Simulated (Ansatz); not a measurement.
Basis-set extrapolation for CH₃F₂NS (`NC(F)(F)S`) (PBE0-D4/def2-TZVP geometry, frozen core, Ansatz). Multiplicity 1, RHF reference.

```json
{"": "HF", "def2-TZVPP": "-690.611361", "def2-QZVPP": "-690.635551"}
{"": "MP2 correlation", "def2-TZVPP": "-1.048053", "def2-QZVPP": "-1.139029"}
{"": "CCSD(T) correlation", "def2-TZVPP": "-1.114777", "def2-QZVPP": "not run"}
```

Energies in hartree. Use E(X) = E(∞) + A·exp(−7.88·√X) for Hartree–Fock and E(X) = E(∞) + B·X^(−2.97) for correlation, with X = 3 and 4, and add CCSD(T) minus MP2 of the smaller set to the MP2 limit.

Question: What is the CCSD(T) energy at the basis-set limit?

Answer: HF limit: -690.635551 + (-0.024190) × 0.13774 = -690.63888. MP2 limit: -1.139029 + (-0.090976) × 0.74074 = -1.20642. Higher-order term: -1.114777 − (-1.048053) = -0.06672. Total: -691.91202 hartree, 488.0 kJ/mol below CCSD(T)/def2-TZVPP.
